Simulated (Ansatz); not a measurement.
in.yaml

```yaml
crystal:
  periodic: [false, false, false]
  atoms:
    - {symbol: Al, position_ang: [0.000000, 0.000000, -1.900067]}
    - {symbol: Ga, position_ang: [0.000000, 0.000000, 5.421933]}
    - {symbol: H, position_ang: [0.000000, 0.000000, -3.521867]}
basis:
  gaussian: {orbitals: cc-pVDZ}
magnetization: {spin_polarized: false, initial_magnetization: 1}
correlation: {method: fci, electrons: outside_noble_gas}
```

```sh
$ ansatz run in.yaml --threads 2 --pin off --events-out ev --progress --plain --max-ram 24576MiB --backend cuda --devices 0, --max-vram 18GiB
```

Log:

```
898 factors; integrals over basis functions are off by at most 2.6e-7 eV
mean field evaluation 1: about -58925.3965 eV, gradient 9.2e0 eV
mean field evaluation 2: about -58925.3979 eV, gradient 9.2e0 eV
mean field evaluation 4: about -58930.0366 eV, gradient 3.5e0 eV
mean field evaluation 8: about -58930.1536 eV, gradient 1.9e-1 eV
mean field evaluation 16: about -58926.5961 eV, gradient 3.3e0 eV
mean field evaluation 32: about -58929.9158 eV, gradient 3.2e0 eV
mean field evaluation 64: about -58930.1523 eV, gradient 8.2e-2 eV
mean field evaluation 96: about -58930.1536 eV, gradient 1.6e-2 eV
mean field -58930.15360864 eV, -2165.6432008249 hartree, gradient 1.1e-6 eV, S^2 0.750000; 8 other end points of the search recorded, 0 dependent functions left out
mean field evaluation 128: about -58930.2297 eV, gradient 3.5e-1 eV
mean field evaluation 160: about -58930.2266 eV, gradient 3.2e-1 eV
mean field evaluation 192: about -58930.2423 eV, gradient 5.7e-3 eV
mean field evaluation 224: about -58930.2395 eV, gradient 5.0e-1 eV
mean field evaluation 256: about -58928.2634 eV, gradient 6.6e-1 eV
mean field evaluation 288: about -58928.2779 eV, gradient 8.4e-3 eV
mean field evaluation 320: about -58930.2297 eV, gradient 8.4e-2 eV
mean field evaluation 352: about -58930.2411 eV, gradient 5.9e-2 eV
determinant -58930.15360864 eV, -2165.6432008249 hartree, with singles and doubles -58933.41457127 eV, -2165.7630389909 hartree
determinant -58930.13907794 eV, -2165.6426668314 hartree, with singles and doubles -58933.40403152 eV, -2165.7626516625 hartree
determinant -58930.15360864 eV, -2165.6432008249 hartree, with singles and doubles -58933.41465440 eV, -2165.7630420459 hartree
determinant -58930.13907794 eV, -2165.6426668314 hartree, with singles and doubles -58933.40413635 eV, -2165.7626555148 hartree
19 core orbitals not correlated: weight in the atoms' cores, before any rotation towards them, 1.000 or more for the frozen orbitals, at most 0.000 for the correlated occupied ones
reference -58930.15360864 eV, -2165.6432008249 hartree; 4, 3 occupied and 27, 28 virtual orbitals, 898 factors
state -58933.47436327 eV, -2165.7652363066 hartree
Total energy: -58933.47436327 eV, -2165.7652363066 hartree
```

Natural occupations: 1.9550 1.9052 1.8688 0.9849 0.0550 0.0549 0.0375 0.0374 0.0279 0.0094 0.0086 0.0076 0.0076 0.0072 0.0072 0.0064 0.0058 0.0044 0.0038 0.0012 0.0012 0.0006 0.0004 0.0004.

Ran on 2 threads of AMD EPYC 7R13 with a shared H100 80 GB, shared host: 39 s wall, 0.86 GiB peak host memory.
